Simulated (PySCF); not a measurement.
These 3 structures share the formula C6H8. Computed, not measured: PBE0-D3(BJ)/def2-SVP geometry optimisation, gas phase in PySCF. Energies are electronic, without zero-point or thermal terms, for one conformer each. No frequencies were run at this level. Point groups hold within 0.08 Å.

Question: Rank from lowest to highest electronic energy at this level (kcal/mol).
A. `[CH2:1]=[CH:2][CH:3]=[C:4]=[CH:5][CH3:6]` with C1–C2–C3–C4 180° (1,3,4-hexatriene)
B. `CC1=CCC=C1`
C. `[CH2:1]=[CH:2]/[CH:3]=[CH:4]/[CH:5]=[CH2:6]` with C1–C2–C3–C4 180°, C3–C4–C5–C6 180° (hexatriene)

Answer: B (0.0), C (22.1), A (35.6).

As drawn, the highest has cumulated double bonds, which the lowest lacks.

```tsv
SMILES	E (Eh)	E rel (kcal/mol)	dipole (D)	point group	A, B, C (MHz)
CC1=CCC=C1	-232.98161	0.0	0.18	Cs	7943, 3259, 2379
C=C/C=C/C=C	-232.94638	22.1	0.00	C2h	26496, 1335, 1271
C=CC=C=CC	-232.92496	35.6	0.74	C1	16545, 1358, 1328
```
